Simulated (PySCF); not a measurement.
Estimate the missing entries of this data sheet.

Ethyl cyanide, C3H5N.
InChI=1S/C3H5N/c1-2-3-4/h2H2,1H3

```csv
property,level,value
point group,PBE0-D3(BJ)/def2-SVP,Cs
"rotational constants A, B, C",PBE0-D3(BJ)/def2-SVP,?
dipole moment,PBE0-D3(BJ)/def2-SVP,?
largest of the computed one-bond spin–spin couplings (means over like bonds),B3LYP/pcJ-1,?
core binding energies,"ΔSCF SCAN, pcX-2 on the ionised atom, pcseg-1 elsewhere, spin-free X2C","C1s 291.6, C1s 292.4, C1s 292.5, N1s 405.1 eV"
```

The electronic properties come from PySCF, for the isolated species, density fitting. Geometry: PBE0-D3(BJ)/def2-SVP; no solvent, vibrations or thermal averaging.

What is the dipole moment?

3.90 D.

What are the largest of the computed one-bond spin–spin couplings (means over like bonds)?

13C–1H +138.8 (×2), 13C–1H +137.4 (×3), 13C–13C +66.1, 13C–13C +37.5, 15N–13C -18.6 Hz.

Give the rotational constants A, B, C.

28.116, 4.690, 4.233 GHz.

The dipole matches unit charges of opposite sign 0.81 Å apart (1 e·Å = 4.8032 D). The rotational constants make it an asymmetric top with κ = (2B − A − C)/(A − C) = -0.96, nearer the prolate limit (−1). With B = h/(8π²I), that is 505.379 GHz u Å² over I, the principal moments of inertia are 18.0, 107.8 and 119.4 u Å² (most abundant isotopes).
